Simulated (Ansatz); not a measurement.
Pulling the pair apart

The pair of H3O⁺ (SMILES [OH3+], atoms 1–4) and N2 (SMILES N#N, atoms 5–6), both closed shells, in one local arrangement (a lower one may exist), relaxed at PBE0-D4/def2-TZVP:

```
6
angstrom
O -0.1581 0.1921 -1.0766
H -0.0346 0.0767 -0.0700
H -0.8330 -0.3939 -1.4631
H 0.6736 0.1756 -1.5828
N 0.2257 -0.0429 2.6374
N 0.1263 -0.0074 1.5551
```

N2 is shifted rigidly along the line between the mean atom positions of the two fragments (negative: closer). Counterpoise interaction energies in kcal/mol. Computed with Ansatz 0.2.0 (basis: def2-TZVPPD); correlated methods freeze the cores. B3LYP uses VWN-RPA correlation.

```csv
shift (Å),PBE0-D4,B3LYP-D4,HF
-0.16,-11.71,-11.08,-5.28
-0.08,-12.77,-12.32,-7.06
0.00,-13.07,-12.77,-8.03
0.08,-12.88,-12.69,-8.44
0.20,-12.11,-12.05,-8.42
0.41,-10.06,-10.11,-7.46
0.82,-6.38,-6.43,-5.05
1.64,-2.62,-2.61,-2.23
```

Question: What does CCSD(T) give at these shifts? (To be estimated.)

Answer: By the calculation: -9.66, -11.01, -11.57, -11.61, -11.11, -9.43, -6.12, -2.59 kcal/mol. For zero shift, CCSD(T) at an estimated basis limit (MP2 extrapolated from triple and quadruple zeta, plus CCSD(T) − MP2 in triple zeta) gives -11.92 kcal/mol. These are counterpoise interaction energies, counted from the two frozen fragments.

No T1 diagnostic of these runs exceeds 0.012.

For scale, one of the runs: CCSD(T)/def2-TZVPPD, 165 basis functions, launched by `ansatz run in.yaml --threads 2 --pin off --events-out ev --progress --plain --max-ram 5222MiB`. Time: 9.5 s of wall clock on 2 CPU threads of an Arm Neoverse V2; the host was shared. Peak host memory: 0.97 GiB.
